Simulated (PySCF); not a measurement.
CO.
SMILES: `[C-]#[O+]`

Computed, not measured: B3LYP/def2-TZVP geometry optimisation, gas phase in PySCF 2.14.0.

Masses are those of the commonest isotopes; rigid-rotor values at the optimised geometry. 

Task: What are the moment of inertia and the rotational constant?

Result: I = 8.677 u·Å², B = 505379 MHz·u·Å²/I = 58245 MHz (1.9428 cm⁻¹, or 2.795 K as hB/k). For two atoms I = μr² with μ = 6.8562 u and r = 1.1250 Å.

Task: List the first levels of a rigid rotor in a Σ state.

Result: E(J) = BJ(J+1): J = 1: 3.886, J = 2: 11.657, J = 3: 23.314, J = 4: 38.857, J = 5: 58.285, J = 6: 81.599 cm⁻¹.

Task: Where do the first rotational lines fall?

Result: The dipole is 0.11 D; J+1 ← J lies at 2B(J+1): 1 ← 0 at 116.49 GHz, 2 ← 1 at 232.98 GHz, 3 ← 2 at 349.47 GHz, 4 ← 3 at 465.96 GHz, 5 ← 4 at 582.45 GHz, 6 ← 5 at 698.93 GHz.

Task: Estimate the classical rotational partition function at 50 K and 100 K.

Result: Point group C∞v, symmetry number σ = 1; q = kT/(σhB), k/h = 20836.6 MHz/K: 17.9 at 50 K, 35.8 at 100 K.

Stationary, but not proved a minimum. Constants of a rigid frame at the computed geometry: no zero-point averaging, no centrifugal distortion.
